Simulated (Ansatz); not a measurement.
Input file:

```yaml
crystal:
  periodic: [false, false, false]
  atoms:
    - {symbol: Cl, position_ang: [-1.647665, 0.000000, -0.000001]}
    - {symbol: H, position_ang: [-0.041665, 0.000000, 0.000000]}
    - {symbol: Si, position_ang: [1.835335, 0.000000, 0.000001]}
    - {symbol: H, position_ang: [2.285308, -1.416254, 0.000001]}
    - {symbol: H, position_ang: [2.285309, 0.708126, -1.226510]}
    - {symbol: H, position_ang: [2.285308, 0.708126, 1.226512]}
basis:
  gaussian: {orbitals: cc-pVDZ}
magnetization: {spin_polarized: false, initial_magnetization: 1}
correlation: {method: fic_mrcisd_q, electrons: outside_noble_gas, active_space: {window: {electrons: 15, orbitals: 12}, shells: [{species: Cl, l: s, shell: 3}, {species: Cl, l: p, shell: 3}, {species: H, l: s, shell: 1}, {species: Si, l: s, shell: 3}, {species: Si, l: p, shell: 3}]}}
```

```sh
$ ansatz run in.yaml --threads 2 --pin off --events-out ev --progress --plain --max-ram 16896MiB --backend cuda --devices 0, --max-vram 18GiB
```

(1) Roughly how long does this take on 2 threads of AMD EPYC 7R13 with a shared H100 80 GB, shared host, and how much host memory?

```
1055 factors; integrals over basis functions are off by at most 2.3e-7 eV
mean field evaluation 1: about -20425.9064 eV, gradient 1.4e1 eV
mean field evaluation 2: about -20425.9079 eV, gradient 1.4e1 eV
mean field evaluation 4: about -20427.0834 eV, gradient 1.6e0 eV
mean field evaluation 8: about -20427.1000 eV, gradient 2.3e-4 eV
mean field evaluation 16: about -20425.1058 eV, gradient 9.6e-6 eV
mean field -20427.10004698 eV, -750.6820807406 hartree, gradient 8.1e-7 eV, S^2 0.750000; 3 other end points of the search recorded, 0 dependent functions left out
reference -20427.10004698 eV, -750.6820807406 hartree; 18, 17 occupied and 38, 39 virtual orbitals, 1055 factors
state -20428.98954259 eV, -750.7515184239 hartree
contracted CI cycle   1: correlation 0.00000000 eV, 0.0000000000 hartree, residual 2.03e1 eV
contracted CI cycle   2: correlation -5.62597111 eV, -0.2067506248 hartree, residual 3.65e0 eV
contracted CI cycle   3: correlation -5.83090209 eV, -0.2142816994 hartree, residual 7.79e-1 eV
contracted CI cycle   4: correlation -5.84067805 eV, -0.2146409595 hartree, residual 1.61e-1 eV
contracted CI cycle   5: correlation -5.84106281 eV, -0.2146550990 hartree, residual 3.11e-2 eV
contracted CI cycle   6: correlation -5.84107778 eV, -0.2146556492 hartree, residual 6.52e-3 eV
contracted CI cycle   7: correlation -5.84107844 eV, -0.2146556733 hartree, residual 1.51e-3 eV
state -20428.98954259 eV, -750.7515184239 hartree; corrected -20435.35968837 eV, -750.9856169633 hartree
Total energy: -20435.35968837 eV, -750.9856169633 hartree
Checks for a lower state left out: starts, orbital_swaps
```

Natural occupations: 1.9997 1.9997 1.9990 1.9849 1.9754 1.9754 1.9596 1.0038 0.0417 0.0242 0.0183 0.0183.

For the same geometry and basis UCCSDT(Q) lies 54.1 meV lower.

Results:

(1) 29 s wall and 1.2 GiB.
